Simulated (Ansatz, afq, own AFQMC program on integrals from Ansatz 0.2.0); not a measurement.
**Atomization energy of BHS$_{2}$, singlet, worked out**

| atom | x (Å) | y (Å) | z (Å) |
| --- | --- | --- | --- |
| S | 0.0000 | -0.2901 | 2.1210 |
| B | 0.0000 | -0.2975 | 0.5119 |
| S | 0.0000 | -0.3755 | -1.2439 |
| H | 0.0000 | 0.9631 | -1.3890 |

Connectivity, by distances: S–B–SH.

Basis cc-pVDZ. Noble-gas cores (and the filled d shells of Ga–Kr and In–Xe) are frozen. Integrals, coupled cluster, full CI and functionals: Ansatz 0.2.0; the random walks run on the same integrals in our own AFQMC program. The CISD trial takes its coefficients from CCSD amplitudes. Released means that phaseless walkers are propagated on without the constraint, phases kept. Error bars are statistical, one sigma.

Total energies in eV. CBS is CCSD(T) at the limit of def2-TZVPP/QZVPP (extrapolated itself); the highest rung of each member is named.

```csv
member,count,CCSD(T)/cc-pVDZ,highest rung in cc-pVDZ,which,CCSD(T)/CBS
S (triplet),+2,-10819.2622,-10819.2727,FCI,-10821.3785
B (doublet),+1,-669.1119,-669.1218,FCI,-669.4648
H (doublet),+1,-13.5861,-13.5861,FCI,-13.6059
"BHS₂, singlet",-1,-22334.1279,-22334.1856,CCSDT(Q),-22340.0954
```

Question: Work out the best estimate of the atomization energy: the CCSD(T)/CBS difference plus the step from CCSD(T) to the highest rung.

Answer: Sums with the counts: CCSD(T)/CBS 14.2677 eV, highest rung 12.9323 eV, CCSD(T)/cc-pVDZ 12.9055 eV. The step is 12.9323 − 12.9055 = 0.0268 eV, so the best estimate is 14.2677 + (0.0268) = 14.2945 eV = 1379.2 kJ/mol. The basis set is worth 1.362 eV of it. Zero-point, core-correlation and spin–orbit terms aren't in it. Past Ne the Hartree–Fock part of each CBS total tends to overshoot, since the cores don't follow the formula; that largely cancels in the difference.

Best estimates are given only where the step beyond CCSD(T) is under 0.3 eV and no member's determinant is very poor (T1 over 0.05, or 0.07 for open shells, ⟨S²⟩ too high by 0.3, two states mixed), so the hardest cases are missing from such tables.

CCSDT and higher add their correlation energy to the determinant of the CCSD(T) run, since their own runs factorise the integrals more tightly (a shift of under 2 meV). Each member of a difference takes its own highest rung, so a best estimate needn't equal the limit plus the step of one row.
